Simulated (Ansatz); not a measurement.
Reaction (SMILES): FF (F2) → F2+ (doublet, bonded as FF) + e-
B3LYP-D3(BJ)/def2-TZVP geometries, fixed; electronic energies without zero-point terms.
Largest species:
```xyz
2

F      0.0000     0.0000    -0.6982
F      0.0000     0.0000     0.6982
```
Charge 0, spin multiplicity 1.

Effect of a fitting basis named in the input at MP2/cc-pVTZ with Ansatz (an electronic-structure program), against the last row, where the adiabatic ionisation energy is 16.69 eV. Cores are frozen. A restricted Hartree-Fock determinant is unstable towards unrestricted orbitals. Open shells are unrestricted. The default fits or decomposes integrals by the program's own choice; accuracy: high also tightens integrals, grids and stops.

| setting | largest shift of a total energy (mEh) | shift of the adiabatic ionisation energy (eV) |
|---|---|---|
| fitting: def2-universal-jkfit and def2-SVP-RIFIT | -4.881 | 0.013 |
| fitting: def2-universal-jkfit and cc-pVDZ-RIFIT | -3.196 | 0.011 |
| fitting: def2-universal-jkfit and cc-pVTZ-RIFIT | 0.157 | 0.000 |
| fitting: def2-universal-jkfit and aug-cc-pVTZ-RIFIT | 0.163 | 0.000 |
| fitting: def2-universal-jkfit and cc-pVQZ-RIFIT | 0.160 | 0.000 |
| fitting: def2-universal-jkfit and aug-cc-pVQZ-RIFIT | 0.155 | 0.000 |
| accuracy: high | -0.004 | 0.000 |
| accuracy: medium (default) | 0.000 | 0.000 |

Within 0.01 eV in the adiabatic ionisation energy: fitting: def2-universal-jkfit and cc-pVTZ-RIFIT; fitting: def2-universal-jkfit and aug-cc-pVTZ-RIFIT; fitting: def2-universal-jkfit and cc-pVQZ-RIFIT; fitting: def2-universal-jkfit and aug-cc-pVQZ-RIFIT; accuracy: high. The largest shift is 4.881 mEh in a total energy and 0.013 eV in the difference.
